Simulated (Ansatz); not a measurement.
**NS+ (singlet): wave-function methods side by side at distance N1–S2 = 2.656 Å, 6-31G**

Aim: climb from Hartree-Fock through coupled cluster and multireference methods for NS+ (singlet) at one geometry and basis, and see what each rung misses.

Program: Ansatz 0.2.0, Gaussian basis. Level of theory: 6-31G, core rule «outside noble gas», up to 6 orbitals frozen. These are calculated values, not measurements.

To be run: UHF; CCSD(T) on RHF; CCSD(T) on UHF; BCCD(T) on RHF; CISD; CCSDT(Q) on RHF; CCSDT(Q) on UHF; CISDTQ; CCSDTQ on UHF; CASSCF and MRCISD+Q, 2 electrons in 2 orbitals; CASSCF and NEVPT2, 2 electrons in 2 orbitals; CASSCF and MRCISD+Q, 10 electrons in 8 orbitals; CASSCF and NEVPT2, 10 electrons in 8 orbitals; Full CI.

37 further runs of the same task are left out: 8 for a known fault of the program, 28 that didn't finish, 1 set aside as unsound or not needed. Runs told in other sessions of the task aren't counted.

## 1. The system

The geometry derives from a PBE0/def2-TZVP stationary point (not a proven minimum). One bond is set to the value named and the two fragments are kept rigid.

2 atoms, charge 1, spin multiplicity 1.

Atoms are counted from 1 here; the program's logs count them from 0.

No contacts short enough for the rule that draws bonds.

## 2. UHF

in.yaml reads:

```yaml
crystal:
  periodic: [false, false, false]
  atoms:
    - {symbol: N, position_ang: [0.000000, 0.000000, 0.000000]}
    - {symbol: S, position_ang: [0.000000, 0.000000, 2.656000]}
basis:
  gaussian: {orbitals: 6-31G}
total_charge: 1
magnetization: {spin_polarized: true, initial_magnetization: 0}
hamiltonian: {xc: hf}
output: {orbitals: {seedname: orbitals}}
```

Command:

```console
> ansatz run in.yaml --threads 1 --pin off --events-out ev --progress --plain --max-ram 2393MiB
```

The runs that follow: CCSD(T) on RHF; CCSD(T) on UHF; BCCD(T) on RHF; CISD; CCSDT(Q) on RHF; CCSDT(Q) on UHF; CISDTQ; CCSDTQ on UHF; CASSCF and MRCISD+Q, 2 electrons in 2 orbitals; CASSCF and NEVPT2, 2 electrons in 2 orbitals; CASSCF and MRCISD+Q, 10 electrons in 8 orbitals; CASSCF and NEVPT2, 10 electrons in 8 orbitals; Full CI.

**Question.** What will the summary of the whole plan be? Wanted: FCI from the RHF energy; RMP2 from FCI; UMP2 from FCI; RCCSD from FCI; RCCSD(T) from FCI; UCCSD(T) from FCI; RCCSDT(Q) from FCI; UCCSDT(Q) from FCI; NEVPT2 valence from FCI.

As calculated:

| quantity | value |
| --- | --- |
| FCI from the RHF energy | -9.7927 eV |
| RMP2 from FCI | -9213.5 meV |
| UMP2 from FCI | +524.5 meV |
| RCCSD from FCI | -2579.2 meV |
| RCCSD(T) from FCI | -8207.7 meV |
| UCCSD(T) from FCI | +96.0 meV |
| RCCSDT(Q) from FCI | +12808.7 meV |
| UCCSDT(Q) from FCI | +40.1 meV |
| NEVPT2 valence from FCI | +455.8 meV |
| MRCISD+Q valence from FCI | +16.7 meV |
| levels within 1 kcal/mol (43 meV) | UCCSDT(Q), UCCSDTQ, MRCISD+Q valence |
| T1 diagnostic | 0.077 |
| effectively unpaired electrons | 5.01 |

RCCSD(T) lands -8207.7 meV from the yardstick (83.8 % of the correlation energy). CCSD(T) misses by -8207.7 meV on the restricted determinant and by +96.0 meV on the unrestricted one; the two need not hold the same state or core. RMP2, RCCSD, RCCSD(T), BCCD(T), RCCSDT fall below full CI, which methods that aren't variational can do. The occupations show strong static correlation (5.0 unpaired electrons where one determinant has 0). Of the multireference levels listed MRCISD+Q valence comes nearest in total energy (+16.7 meV), which doesn't show that its space is the better one. Coupled cluster took another determinant than the lowest Hartree-Fock one. These misses are within one basis, not against nature.

The restricted and unrestricted ladders end 12.77 eV apart at CCSDT(Q), which points to two states or an unsound top rung; rows of one don't measure the error of the other.
